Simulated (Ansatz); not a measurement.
Rutile TiO₂

Level of theory: r²SCAN in Ansatz (PAW).

Run with plane-wave cutoff 500 eV, 6×6×1 k mesh (along the axes of the cell as run), gaussian smearing 0.02 eV, scalar-relativistic PAW data made under PBE.

Cell: relaxed at this level.

```
Property                              Value
--------------------------------  ---------
surface energy of the (101) face  1.24 J/m²
ionisation potential of the slab    6.97 eV
```

The slab of 36 atoms is relaxed and unreconstructed.

Static lattice: no zero-point or thermal effects.

The result took very roughly 60 core-minutes.

Ansatz is a quantum-chemistry and plane-wave program.
